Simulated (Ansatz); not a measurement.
# AlBH₄S (SMILES [AlH2][BH]S): a rigid scan of the angle H4–Al1–B2

The task here is to estimate one member of a computed series from the others.

The runs use Ansatz 0.2.0, Gaussian basis; single points in def2-TZVPP.

Levels: PBE-D4, r2SCAN-D4, PBE0-D4, B3LYP-D4, wB97M-V, Hartree-Fock, MP2, CCSD, CCSD(T). The scan takes 85.8, 93.3, 100.8, 108.3, 115.8, 123.3, 130.8, 138.3, 145.8°.

Correlated methods freeze the cores. B3LYP uses VWN-RPA correlation.

175 further runs of the same task are left out: 175 set aside as unsound or not needed.

## Starting geometry

The minimum, relaxed at PBE0-D4: SMILES `[AlH2][BH]S`, 7 atoms, charge 0, spin multiplicity 1.

Atoms are counted from 1 here; the program's logs count them from 0.

Bond lengths: Al1–B2 2.127 Å, Al1–H4 1.598 Å, Al1–H5 1.591 Å, B2–S3 1.765 Å, B2–H6 1.196 Å, S3–H7 1.348 Å. Angles: B2–Al1–H4 115.8°, B2–Al1–H5 125.9°, H4–Al1–H5 118.4°, Al1–B2–S3 118.8°, Al1–B2–H6 129.2°, S3–B2–H6 112.0°, B2–S3–H7 100.6°.

Geometry (Å):

```xyz
7
charge 0, multiplicity 1
Al   -1.1798    0.2564   -0.3887
B     0.7475    0.5736    0.4528
S     1.8801   -0.7780    0.5152
H    -1.4867   -1.2322   -0.8808
H    -2.3113    1.3597   -0.5683
H     1.2155    1.5733    0.9136
H     1.1347   -1.7528   -0.0437
```

Energies of the minimum (eV), from earlier single points: PBE-D4 -18164.39959, r2SCAN-D4 -18172.02700, PBE0-D4 -18166.17126, B3LYP-D4 -18175.69573, wB97M-V -18172.33585, CCSD(T) -18147.32843.

At the minimum the angle H4–Al1–B2 is 115.8°.

Set-up of the first run:

Input file pbe-tzvpp/in.yaml:

```yaml
crystal:
  periodic: [false, false, false]
  atoms:
    - {symbol: Al, position_ang: [-1.179845, 0.256448, -0.388725]}
    - {symbol: B, position_ang: [0.747492, 0.573582, 0.452774]}
    - {symbol: S, position_ang: [1.880126, -0.778022, 0.515151]}
    - {symbol: H, position_ang: [-0.716384, -1.260075, -0.582966]}
    - {symbol: H, position_ang: [-2.311327, 1.359724, -0.568290]}
    - {symbol: H, position_ang: [1.215522, 1.573285, 0.913586]}
    - {symbol: H, position_ang: [1.134701, -1.752810, -0.043708]}
basis:
  gaussian: {orbitals: def2-TZVPP}
hamiltonian: {xc: pbe, dispersion: d4}
output: {forces: true}
```

r2scan-tzvpp/in.yaml differs from pbe-tzvpp/in.yaml so:

```diff
-hamiltonian: {xc: pbe, dispersion: d4}
+hamiltonian: {xc: r2scan, dispersion: d4}
```

pbe0-tzvpp/in.yaml:

```diff
-hamiltonian: {xc: pbe, dispersion: d4}
-output: {forces: true}
+hamiltonian: {xc: pbe0, dispersion: d4}
+output: {forces: true, orbitals: {seedname: orbitals}}
```

b3lyp-tzvpp/in.yaml:

```diff
-hamiltonian: {xc: pbe, dispersion: d4}
+hamiltonian: {xc: {name: B3LYP}, dispersion: d4}
```

wb97mv-tzvpp/in.yaml:

```diff
-hamiltonian: {xc: pbe, dispersion: d4}
-output: {forces: true}
+hamiltonian: {xc: {name: wB97M-V}}
```

ccsdt-tzvpp/in.yaml:

```diff
-hamiltonian: {xc: pbe, dispersion: d4}
-output: {forces: true}
+correlation: {method: ccsd_t}
```

One command serves all of them, each in its own folder.

Run with:

```
$ ansatz run in.yaml --threads 2 --pin off --events-out ev --progress --plain --max-ram 4352MiB
```

Among the steps run: H4–Al1–B2 = 85.8°; H4–Al1–B2 = 93.3°; H4–Al1–B2 = 100.8°; H4–Al1–B2 = 108.3°; H4–Al1–B2 = 115.8°; H4–Al1–B2 = 123.3°; H4–Al1–B2 = 130.8°; H4–Al1–B2 = 138.3°; H4–Al1–B2 = 145.8°.

One of the session's tables, all rows but one given; the rest of the session is left out.

Energies less that of the minimum at the same level (kJ/mol): The rows 115.8 (minimum) and angle (°) = 115.8 agree to the last digit and may rest on the same set-up.

```
      angle (°)  PBE-D4  PBE0-D4  B3LYP-D4  wB97M-V  Hartree-Fock
           85.8    49.6     52.9      55.2     54.2          68.4
           93.3    26.9     28.8      30.1     29.3          37.6
          100.8       ?        ?         ?        ?             ?
          108.3     2.8      3.1       3.3      3.1           4.5
115.8 (minimum)     0.0      0.0       0.0      0.0           0.0
          115.8     0.0      0.0       0.0      0.0           0.0
          123.3     3.0      3.0       3.0      3.1           2.8
          130.8    11.7     12.1      12.2     12.2          12.7
          138.3    26.3     27.3      27.7     27.7          30.0
          145.8    47.0     49.0      49.8     49.7          55.0
```

**Question.** Estimate the row for angle (°) = 100.8.

Worked estimate for «PBE-D4». A straight line through the neighbours (93.3, 26.9) and (108.3, 2.8) gives 26.9 + (2.8 − 26.9) × (100.8 − 93.3) / (108.3 − 93.3) = 14.8; a parabola fitted to 4 rows on both sides gives 11.5.

As computed: PBE-D4: 11.6; PBE0-D4: 12.5; B3LYP-D4: 13.1; wB97M-V: 12.6; Hartree-Fock: 16.8. In «PBE-D4» the line misses by +3.2 and the parabola by -0.1.
